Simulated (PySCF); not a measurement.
# Vibration and rotation of C₂

UHF-CCSD(T) constants of C₂, ³Πu (triplet), unpaired electrons σ ↑, π ↑ (C 3-21G; no relativity (PySCF 2.14); masses 12.0000 and 12.0000 u):

```
ωe          : 1539.6 cm⁻¹
ωexe        : 13.8 cm⁻¹
Be          : 1.556 cm⁻¹
αe          : 0.0187 cm⁻¹
De to C + C : 5.13 eV
```

Question: What force constant and bond length do these constants imply?

Answer: Reduced mass μred = 6.0000 u; k = 5.8918×10⁻⁷·μred·ωe² (u, cm⁻¹, mdyn/Å) = 8.38 mdyn/Å; Re = √(16.8576/(μred·Be)) (u, cm⁻¹, Å) = 1.344 Å.

Question: Estimate the centrifugal constant D from the Kratzer relation and find the Dunham coefficient a1.

Answer: D = 4Be³/ωe² = 6.36e-06 cm⁻¹; a1 = −1 − αeωe/(6Be²) = -2.98.

Correlated steps freeze 2 core orbitals. 3-21G is very small, so such numbers show the basis as much as the molecule. The state is the lowest determinant that a PBE0 search found; another state may lie lower at other levels.
